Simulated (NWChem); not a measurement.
Species: hydrogen chloride (HCl); SMILES Cl

```xyz
2

Cl     0.0000     0.0000     0.0717
H      0.0000     0.0000    -1.2069
```
Atoms are numbered in this order, from 1.

Structure relaxed at the PBE0-D3(BJ)/def2-TZVP level.

Problem. List the 4 lowest vertical singlet excitations from PBE0/def2-SVP, TDA (NWChem).

Solution. 
```
state  energy (eV)  oscillator strength  leading excitation (squared amplitude)
-----  -----------  -------------------  --------------------------------------
S1            8.13                0.002                      HOMO → LUMO (1.00)
S2            8.13                0.002                    HOMO−1 → LUMO (1.00)
S3           13.51                0.704                    HOMO−2 → LUMO (0.96)
S4           16.43                0.138                    HOMO → LUMO+1 (0.99)
```
